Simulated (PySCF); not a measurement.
Cl₄Si, SMILES Cl[Si](Cl)(Cl)Cl (connectivity only; charge and spin as stated), charge -1, multiplicity 2. Atoms are numbered in the order given.

```xyz
5

Cl    -1.6713     0.0000     0.9790
Si     0.0000     0.0000    -0.3537
Cl     1.6713     0.0000     0.9790
Cl     0.0000    -2.2220    -0.8334
Cl     0.0000     2.2220    -0.8334
```
Charge -1, spin multiplicity 2.

Geometry optimised at PBE0-D3(BJ)/def2-SVPD. The multiplicity is an assumed one; other spin states were not compared. The isomer is the one that the SMILES or the coordinates give; other isomers of the formula were not compared.

All values below come from PBE/pcH-1 (PySCF).

Unrestricted Kohn–Sham, ⟨S²⟩ = 0.752. Hyperfine tensors hold the contact and dipolar terms, without spin-orbit corrections.

### Question
Estimate the hyperfine couplings. (The exact figures need the calculation; the answer reports its results.)

### Answer

```csv
nucleus,A(iso) (MHz),A(iso) (G),dipolar principal values (MHz)
35Cl no. 1,18.6,6.6,"-9.3, -8.8, 18.1"
29Si no. 2,-1606.0,-573.1,"-58.0, 25.1, 33.0"
35Cl no. 3,18.6,6.6,"-9.3, -8.8, 18.1"
35Cl no. 4,80.9,28.9,"-36.2, -35.4, 71.6"
35Cl no. 5,80.9,28.9,"-36.2, -35.4, 71.6"
```
